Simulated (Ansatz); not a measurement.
C$_{4}$H$_{4}$ClF (`C#CC(F)CCl`), relaxed with RKS PBE0-D4/def2-TZVP in Ansatz from a PBE-D4/def2-SVP geometry. The force threshold is 0.005 eV/Å; the program also tests the step.

Total charge 0; spin multiplicity 1.

Start:

```xyz
10

C     1.035    0.743   -1.949
C     0.783    0.331   -0.828
C     0.480   -0.161    0.516
F     1.020    0.692    1.483
C    -1.024   -0.252    0.809
Cl   -1.817   -1.463   -0.246
H     1.256    1.106   -2.944
H     0.936   -1.169    0.655
H    -1.165   -0.557    1.863
H    -1.503    0.731    0.641
```

```tsv
step	energy (eV)	largest force (eV/Å)	largest move (Å)
1	-19441.8920	1.570	0.000
2	-19441.9542	0.194	0.041
3	-19441.9579	0.068	0.014
4	-19441.9581	0.029	0.006
5	-19441.9582	0.016	0.006
6	-19441.9582	0.011	0.004
7	-19441.9582	0.005	0.002
8	-19441.9583	0.005	0.001
9	-19441.9583	0.001	0.000
```

End:

```xyz
10

C     1.019    0.743   -1.920
C     0.779    0.332   -0.820
C     0.476   -0.171    0.509
F     1.027    0.664    1.469
C    -1.015   -0.241    0.797
Cl   -1.789   -1.470   -0.215
H     1.234    1.109   -2.897
H     0.921   -1.163    0.642
H    -1.162   -0.519    1.839
H    -1.489    0.718    0.597
```

Run time 40 s (4 threads of an Arm Neoverse V1 on a shared host); peak host memory 0.58 GiB.
